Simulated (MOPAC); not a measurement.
MOPAC input (MNDO):

```
MNDO 1SCF UHF MS=0.5 GEO-OK AUX(PRECISION=9) THREADS=1
C2H6N

C     1.22893590 1   -0.26528729 1   -0.08447538 1
C    -0.06793587 1    0.15138831 1    0.51035141 1
N    -1.18685885 1    0.17356122 1   -0.32737126 1
H     1.58451835 1    0.43047252 1   -0.86144879 1
H     2.00333855 1   -0.32675537 1    0.68054974 1
H     1.15411148 1   -1.25146100 1   -0.55780425 1
H    -0.08027742 1    0.88914559 1    1.30293866 1
H    -2.06767242 1    0.33444452 1    0.13855511 1
H    -1.25200667 1   -0.60738096 1   -0.96644782 1
```

Output:

```
 *******************************************************************************
 **                                                                           **
 **                              MOPAC v23.2.5                                **
 **                                                                           **
 *******************************************************************************
 ** MOPAC's Digital Object Identifier: https://doi.org/10.5281/zenodo.6511958 **
 **                                                                           **
 ** Please cite the open-source release paper for use of this MOPAC version:  **
 ** J. E. Moussa and J. J. P. Stewart (2026)                                  **
 ** MOPAC: An open-source semiempirical molecular orbital program             **
 ** J. Open Source Softw., 11(119), 8025, https://doi.org/10.21105/joss.08025 **
 *******************************************************************************

                              MNDO CALCULATION RESULTS

 *******************************************************************************
 *  MNDO       - The MNDO Hamiltonian to be used
 *  GEO-OK     - OVERRIDE INTERATOMIC DISTANCE AND OTHER SAFETY CHECKS
 *  UHF        - UNRESTRICTED HARTREE-FOCK CALCULATION
 *  MS=        - IN MECI, MAGNETIC COMPONENT OF SPIN =  0.5
 *  1SCF       - DO 1 SCF AND THEN STOP
 *  AUX        - OUTPUT AUXILIARY INFORMATION
 *******************************************************************************
MNDO 1SCF UHF MS=0.5 GEO-OK AUX(PRECISION=9) THREADS=1
 C2H6N

   ATOM   CHEMICAL          X               Y               Z
  NUMBER   SYMBOL      (ANGSTROMS)     (ANGSTROMS)     (ANGSTROMS)

     1       C          1.22893590  *  -0.26528729  *  -0.08447538  *
     2       C         -0.06793587  *   0.15138831  *   0.51035141  *
     3       N         -1.18685885  *   0.17356122  *  -0.32737126  *
     4       H          1.58451835  *   0.43047252  *  -0.86144879  *
     5       H          2.00333855  *  -0.32675537  *   0.68054974  *
     6       H          1.15411148  *  -1.25146100  *  -0.55780425  *
     7       H         -0.08027742  *   0.88914559  *   1.30293866  *
     8       H         -2.06767242  *   0.33444452  *   0.13855511  *
     9       H         -1.25200667  *  -0.60738096  *  -0.96644782  *

          CARTESIAN COORDINATES

    NO.       ATOM           X           Y           Z

     1         C          1.2289     -0.2653     -0.0845
     2         C         -0.0679      0.1514      0.5104
     3         N         -1.1869      0.1736     -0.3274
     4         H          1.5845      0.4305     -0.8614
     5         H          2.0033     -0.3268      0.6805
     6         H          1.1541     -1.2515     -0.5578
     7         H         -0.0803      0.8891      1.3029
     8         H         -2.0677      0.3344      0.1386
     9         H         -1.2520     -0.6074     -0.9664

  H: (MNDO): M.J.S. DEWAR, W. THIEL, J. AM. CHEM. SOC., 99, 4899, (1977)
  C: (MNDO): M.J.S. DEWAR, W. THIEL, J. AM. CHEM. SOC., 99, 4899, (1977)
  N: (MNDO): M.J.S. DEWAR, W. THIEL, J. AM. CHEM. SOC., 99, 4899, (1977)

           Empirical Formula: C2 H6 N  =     9 atoms

      MOLECULAR POINT GROUP   :   C1

          UHF CALCULATION, NO. OF ALPHA ELECTRONS =   10
                           NO. OF BETA  ELECTRONS =    9

 -------------------------------------------------------------------------------
 MNDO 1SCF UHF MS=0.5 GEO-OK AUX(PRECISION=9) THREADS=1
 C2H6N

     1SCF WAS SPECIFIED, SO BFGS WAS NOT USED
     SCF FIELD WAS ACHIEVED

                              MNDO CALCULATION
                                                       MOPAC v23.2.5 Linux

          FINAL HEAT OF FORMATION =          8.30401 KCAL/MOL =      34.74400 KJ/MOL

          COSMO AREA              =         88.93 SQUARE ANGSTROMS
          COSMO VOLUME            =         70.55 CUBIC ANGSTROMS

          IONIZATION POTENTIAL    =          8.319807 EV
          ALPHA SOMO LUMO (EV)    =         -8.320  3.411
          BETA  SOMO LUMO (EV)    =        -11.127  1.461
          NO. OF ALPHA ELECTRONS  =         10
          NO. OF BETA  ELECTRONS  =          9
          MOLECULAR WEIGHT        =         44.0761         POINT GROUP:  C1

          MOLECULAR DIMENSIONS (Angstroms)

            Atom       Atom       Distance
            H     8    H     5     4.15982
            H     7    H     6     2.80411
            H     5    H     4     1.49346

          SCF CALCULATIONS        =          1

   ATOM   CHEMICAL          X               Y               Z
  NUMBER   SYMBOL      (ANGSTROMS)     (ANGSTROMS)     (ANGSTROMS)

     1       C          1.22893590  *  -0.26528729  *  -0.08447538  *
     2       C         -0.06793587  *   0.15138831  *   0.51035141  *
     3       N         -1.18685885  *   0.17356122  *  -0.32737126  *
     4       H          1.58451835  *   0.43047252  *  -0.86144879  *
     5       H          2.00333855  *  -0.32675537  *   0.68054974  *
     6       H          1.15411148  *  -1.25146100  *  -0.55780425  *
     7       H         -0.08027742  *   0.88914559  *   1.30293866  *
     8       H         -2.06767242  *   0.33444452  *   0.13855511  *
     9       H         -1.25200667  *  -0.60738096  *  -0.96644782  *

                             CARTESIAN COORDINATES

   1    C        1.228935900    -0.265287290    -0.084475380
   2    C       -0.067935870     0.151388310     0.510351410
   3    N       -1.186858850     0.173561220    -0.327371260
   4    H        1.584518350     0.430472520    -0.861448790
   5    H        2.003338550    -0.326755370     0.680549740
   6    H        1.154111480    -1.251461000    -0.557804250
   7    H       -0.080277420     0.889145590     1.302938660
   8    H       -2.067672420     0.334444520     0.138555110
   9    H       -1.252006670    -0.607380960    -0.966447820

           Empirical Formula: C2 H6 N  =     9 atoms

      MOLECULAR POINT GROUP   :   C1

          ALPHA EIGENVALUES
 -37.74019 -30.99582 -22.95770 -17.99768 -16.19416 -14.46308 -13.65474 -13.10877
 -12.25361  -8.31981   3.41148   4.07774   4.41228   4.58239   5.10549   5.80542
   6.39444   6.48862

           BETA EIGENVALUES
 -37.11627 -30.87097 -22.22650 -17.88622 -15.95106 -14.08996 -13.59091 -12.94467
 -11.12697   1.46127   3.68631   4.21586   4.54303   4.79833   5.47613   5.92289
   6.63768   6.99020

              NET ATOMIC CHARGES AND DIPOLE CONTRIBUTIONS

  ATOM NO.   TYPE          CHARGE      No. of ELECS.   s-Pop       p-Pop
    1          C           0.075264        3.9247     1.19874     2.72600
    2          C          -0.129023        4.1290     1.26699     2.86203
    3          N          -0.261319        5.2613     1.54143     3.71989
    4          H          -0.001298        1.0013     1.00130
    5          H          -0.003714        1.0037     1.00371
    6          H          -0.011579        1.0116     1.01158
    7          H           0.066303        0.9337     0.93370
    8          H           0.133941        0.8661     0.86606
    9          H           0.131427        0.8686     0.86857
 DIPOLE           X         Y         Z       TOTAL
 POINT-CHG.    -0.280    -0.220    -0.018     0.356
 HYBRID        -0.312    -0.463     0.249     0.612
 SUM           -0.592    -0.683     0.232     0.933

          ATOMIC ORBITAL ELECTRON POPULATIONS

     Atom    s        px        py        pz
    1  C   1.19874   0.89873   0.91563   0.91163
    2  C   1.26699   0.88247   1.04743   0.93213
    3  N   1.54143   1.05554   1.42459   1.23976
    4  H   1.00130
    5  H   1.00371
    6  H   1.01158
    7  H   0.93370
    8  H   0.86606
    9  H   0.86857

                    (SZ)    =    0.500000
                    (S**2)  =    0.756744

          ATOMIC ORBITAL SPIN POPULATIONS

    Atom   Total    s     px     py     pz
         Atomic
    1  C -0.0665 -0.006 -0.029 -0.016 -0.015
    2  C  0.9279  0.065  0.055  0.550  0.258
    3  N  0.1016  0.017 -0.012  0.058  0.039
    4  H  0.0384  0.038
    5  H  0.0050  0.005
    6  H  0.0119  0.012
    7  H -0.0374 -0.037
    8  H  0.0089  0.009
    9  H  0.0102  0.010

 **********************
 *                    *
 * JOB ENDED NORMALLY *
 *                    *
 **********************

 == MOPAC DONE ==
```
